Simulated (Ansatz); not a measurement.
## Worked example: the enthalpy of formation of OCS (carbonyl sulfide)

OCS has 3 atoms, charge 0, and is taken as a singlet. As SMILES, `O=C=S`. Geometry: relaxed at PBE0-D4/def2-TZVP.

```xyz
3

O     0.9220    0.6844    0.5821
C     0.0967    0.0718    0.0611
S    -1.0187   -0.7562   -0.6432
```

Total energies at BLYP/def2-TZVP (Ansatz 0.2.0); the atoms run unrestricted:

```tsv
species	state	energy (Eh)
OCS	singlet	-511.595235
O	triplet	-75.085142
C	triplet	-37.846558
S	triplet	-398.116156
```

Harmonic wavenumbers at PBE0-D4/def2-TZVP, in cm⁻¹: 539, 539, 900, 2156.

Measured heats of formation of the gaseous atoms at 298.15 K, in kJ/mol: O 249.2, C 716.9, S 277.0. Spin-orbit lowering of the atoms at 298 K (mean of the ground term's levels less their thermal mean, from spectra), in kJ/mol: O 0.40, C 0.02, S 1.88. Take 1 Eh = 2625.50 kJ/mol, 1 cm⁻¹ = 0.0119627 kJ/mol, RT = 2.479 kJ/mol.

Task: What heat of formation follows?

Result: 
1. Electronic atomisation energy: (-75.085142) + (-37.846558) + (-398.116156) − (-511.595235) = 0.547379 Eh = 1437.1 kJ/mol.
2. Zero-point energy: half the sum of the wavenumbers, 2067 cm⁻¹ = 24.7 kJ/mol.
3. Thermal vibrational enthalpy, Σ hcν̃/(exp(hcν̃/kT) − 1): 1.2 kJ/mol. Translation, rotation and pV of a linear molecule: 3.5 RT = 8.7 kJ/mol.
4. The 3 free atoms carry 5/2 RT each: 18.6 kJ/mol.
5. Spin-orbit coupling lowers the free atoms by 0.40 + 0.02 + 1.88 = 2.3 kJ/mol.
6. Atomisation enthalpy at 298 K: 1437.1 − 2.3 − 24.7 − 1.2 − 8.7 + 18.6 = 1418.8 kJ/mol.
7. Sum of the atoms' heats of formation: 1243.1 kJ/mol. Heat of formation: 1243.1 − 1418.8 = -175.7 kJ/mol.

The tabulated value is -138.4 kJ/mol (NIST-JANAF tables), so this level is off by -37.3 kJ/mol, or 2.7 % of the atomisation enthalpy that the table implies (1381.5 kJ/mol). Gradient-corrected functionals often overbind somewhat. Anharmonicity and any spin-orbit splitting of the molecule are left out.
